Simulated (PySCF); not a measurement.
## Dipole moment and polarisability of C3H9P

Species: C3H9P.
SMILES with atom numbers: `[CH3:1][CH2:2][PH:3][CH3:4]` (hydrogens: H5, H6, H7 on C1; H8, H9 on C2; H10 on P3; H11, H12, H13 on C4)

Structure used (GFN2-xTB), in Å, numbered top down from 1:
```xyz
13
C3H9P angstrom
C     -2.023   -0.273   -0.206
C     -0.524   -0.533   -0.279
P      0.438    0.742    0.682
C      2.131    0.305    0.069
H     -2.570   -1.043   -0.748
H     -2.265    0.695   -0.642
H     -2.358   -0.273    0.829
H     -0.295   -1.509    0.160
H     -0.186   -0.543   -1.319
H      0.226    1.778   -0.239
H      2.449   -0.623    0.542
H      2.824    1.093    0.359
H      2.148    0.184   -1.012
```

Level: CAM-B3LYP/def2-SVPD (PySCF), static field, nuclei fixed, core orbitals frozen in the response. The polarisability tensor in these axes (au):

```
x   76.02  3.12  1.42
y    3.12 60.65  2.88
z    1.42  2.88 57.81
```

Give the principal values, the mean and the anisotropy Δα = √{½[(α1 − α2)² + (α2 − α3)² + (α1 − α3)²]}.

Principal values 56.01, 61.63 and 76.83 au; mean 64.83 au = 9.61 Å³ = 10.69 × 10⁻⁴⁰ C²·m²/J; Δα = 18.66 au (29 % of the mean).

What is the dipole moment, and where does it point?

(0.26, -0.61, -1.10) D, 1.28 D in size, pointing from the negative to the positive side. Measured along this direction, the outermost atoms are H7 at the negative end and H9 at the positive end.

Molar refractivity from α?

Lorentz–Lorenz: R = (4π/3)N_A α = 2.5225 cm³/(mol·Å³) × 9.61 Å³ = 24.2 cm³/mol, in the limit of long wavelengths.

In a dilute gas of rigid molecules at 298 K, how does the orientational term μ²/3kT compare with the electronic polarisability?

In Gaussian units μ²/3kT = 13.33 Å³ against 9.61 Å³, a ratio of 1.39; the Debye molar polarisation (4π/3)N_A(α + μ²/3kT) is 57.9 cm³/mol, leaving out the vibrational part.

Along which axes do the principal values lie, and how far do the nuclei extend along each?

Largest value along (0.97, 0.21, 0.10), where the nuclei span 5.80 Å; middle along (-0.23, 0.82, 0.53), 2.37 Å; least along (0.02, -0.54, 0.84), 2.09 Å. The response follows the extents in order.

Rayleigh depolarisation ratio (linearly polarised light, static tensor)?

ρ = 3Δα²/(45ᾱ² + 4Δα²) = 1044.5/(189103 + 1392.6) = 0.00548.

Isolated species at its GFN2-xTB geometry (one conformer only).

The run behind these numbers computed excited states as well. Cost: about 40 s of CPU time on one thread; the machine was shared, so the figure is rough.
